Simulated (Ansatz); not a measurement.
# Mg₂H₂ (quintet): the correlation ladder, def2-TZVPP

The task here is to estimate one member of a computed series from the others.

Method: def2-TZVPP, core rule «outside noble gas», up to 10 orbitals frozen; program: Ansatz 0.2.0, Gaussian basis.

Plan: UHF; ROHF; CCSD(T) on UHF.

2 further runs of the same task are left out: 2 set aside as unsound or not needed.

### The system

The geometry is a PBE0/def2-TZVP stationary point (not a proven minimum) of the parent state, kept for this charge and spin.

4 atoms, charge 0, spin multiplicity 5.

Atoms are counted from 1 here; the program's logs count them from 0.

Bond lengths: Mg1–H3 1.900 Å, Mg1–H4 1.900 Å, Mg2–H3 1.900 Å, Mg2–H4 1.900 Å. Angles: H3–Mg1–H4 82.5°, H3–Mg2–H4 82.5°, Mg1–H3–Mg2 97.5°, Mg1–H4–Mg2 97.5°.

Set-up of the first run:

File in.yaml:

```yaml
crystal:
  periodic: [false, false, false]
  atoms:
    - {symbol: Mg, position_ang: [0.000000, 0.000000, 1.428326]}
    - {symbol: Mg, position_ang: [0.000000, 0.000000, -1.428326]}
    - {symbol: H, position_ang: [0.000000, 1.252270, 0.000000]}
    - {symbol: H, position_ang: [0.000000, -1.252270, 0.000000]}
basis:
  gaussian: {orbitals: def2-TZVPP}
magnetization: {spin_polarized: true, initial_magnetization: 4}
hamiltonian: {xc: hf}
output: {orbitals: {seedname: orbitals}}
```

Launch:

```sh
> ansatz run in.yaml --threads 1 --pin off --events-out ev --progress --plain --max-ram 2816MiB --backend cpu
```

Among the steps run: UHF; ROHF; CCSD(T) on UHF.

One of the session's tables, all rows but one given; the rest of the session is left out.

| method | from UCCSD(T) (meV) |
| --- | --- |
| ROHF | +2302.6 |
| UHF | +2184.4 |
| UMP2 | +663.4 |
| UCCSD | ? |
| UCCSD(T) | 0 |

Estimate the missing values for UCCSD.

As computed: from UCCSD(T) (meV): +85.2. In the column «from UCCSD(T) (meV)» it lies between UCCSD(T) (0) and UMP2 (+663.4).
